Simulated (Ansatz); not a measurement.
`CC(C)[SiH3]` → `CC[SiH3]` + `[CH2]` (triplet) at 298.15 K and 1 bar (formal loss of a carbene).

Isolated molecules relaxed with PBE0-D4/def2-TZVP in Ansatz; ΔE leaves out vibrations. CCSD(T)/CBS adds triple-zeta CCSD(T) − MP2 to the extrapolated MP2 energy (def2 sets, frozen cores). This one scheme is used for every species. Triplets are unrestricted, without spin–orbit coupling.

```
          species  CCSD(T)/CBS energy (Eh)  H − E (kJ/mol)  S (J/(mol·K))
    `CC(C)[SiH3]`               -409.25569           330.0          326.7
       `CC[SiH3]`               -369.99568           252.6          298.1
`[CH2]` (triplet)                -39.09499            55.4          195.3
```

H − E and S are ideal-gas, rigid-rotor, harmonic terms from PBE0-D4/def2-TZVP, with the whole ground term of open shells counted as degenerate. 1 Eh = 2625.50 kJ/mol, R = 8.31446 J/(mol·K).

**Question.** By hand: ΔE, ΔH, ΔS and ΔG.

**Answer.** ΔE = (-369.99568) + (-39.09499) − (-409.25569) = 0.16502 Eh = 433.3 kJ/mol. Δ(H − E) = 252.6 + 55.4 − 330.0 = -22.0, so ΔH = 411.3 kJ/mol. ΔS = 298.1 + 195.3 − 326.7 = 166.7 J/(mol·K). ΔG = 411.3 − 298.15 × (166.7)/1000 = 361.6 kJ/mol.

**Question.** By hand: the equilibrium constant, and the temperature at which ΔG would vanish if ΔH and ΔS stayed fixed.

**Answer.** log₁₀ K = −ΔG/(RT ln 10) = -63.3. ΔG = 0 at ΔH/ΔS = 2467 K.

The number of gas molecules changes by +1, which sets the sign of ΔS. A doubt of 5 kJ/mol in ΔE shifts log₁₀ K by 0.9 here. A triplet takes part, so the spin changes. These are equilibria of isolated gas molecules and say nothing of rates. Largest T1 diagnostic: 0.011 (customary marks: 0.02 for closed shells, 0.045 for open ones).
